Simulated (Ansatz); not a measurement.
Two isomers of C3H5NO: A = `C1=NCCO1`, B = `NC1=C(O)C1`.

Computed with Ansatz on PBE0-D4/def2-TZVP structures; ΔE is electronic, products minus reactants. CCSD(T)/CBS adds triple-zeta CCSD(T) − MP2 to the extrapolated MP2 energy (def2 sets, frozen cores). Functionals use def2-TZVPP. B3LYP here is the variant with VWN-RPA as its local correlation; programs differ in this. Each species was taken in one conformer, which may not be the lowest.

A:

```xyz
10

C     1.088    0.895    0.331
N     1.363   -0.296    0.025
C     0.081   -0.946   -0.247
C    -0.971    0.159   -0.039
O    -0.193    1.308    0.348
H     1.812    1.657    0.597
H     0.078   -1.344   -1.265
H    -0.054   -1.790    0.434
H    -1.680   -0.056    0.762
H    -1.523    0.413   -0.946
```

B:

```xyz
10

N    -0.638    1.459    0.961
C    -0.225    0.386    0.215
C    -0.068   -0.871   -0.016
O    -0.288   -2.141    0.363
C     0.829    0.017   -0.797
H    -1.430    1.264    1.555
H    -0.780    2.300    0.422
H     0.064   -2.723   -0.316
H     1.890    0.114   -0.526
H     0.645    0.196   -1.862
```

(1) Which isomer does CCSD(T)/CBS put lower? Give the gap. (Estimate.)

(2) Give E(B) − E(A) in kcal/mol with ωB97M-V, MP2/def2-TZVPP, LDA (SPW92), HF/def2-TZVPP, BLYP-D4, CCSD(T)/def2-TZVPP, B3LYP-D4. (Best estimate.)

(3) Does the order hold for the free energy at 298.15 K (harmonic terms from PBE0-D4)? (An estimate is asked.)

Largest T1 diagnostic: 0.014.

Answers

(1) Computed: A, by 49.6 kcal/mol.

(2) Ansatz gave: ωB97M-V 48.8, MP2/def2-TZVPP 48.4, LDA (SPW92) 44.2, HF/def2-TZVPP 54.3, BLYP-D4 47.0, CCSD(T)/def2-TZVPP 51.3, B3LYP-D4 47.8. None reverses the order clearly.

(3) Ansatz gave: Yes: G(B) − G(A) = +47.1 kcal/mol, for one conformer each.

The D4 term adds +0.7 kcal/mol with B3LYP and +0.3 kcal/mol with PBE0; it sums over pairs of atoms, weighted by their polarisabilities, and B3LYP, whose exchange is more repulsive, gets the larger term. Leaving LDA and LC-ωPBE aside and taking each functional with its dispersion term where it has one, the values, not all of them listed here, spread over 5.8 kcal/mol, from PBE-D4 to BHLYP-D4.
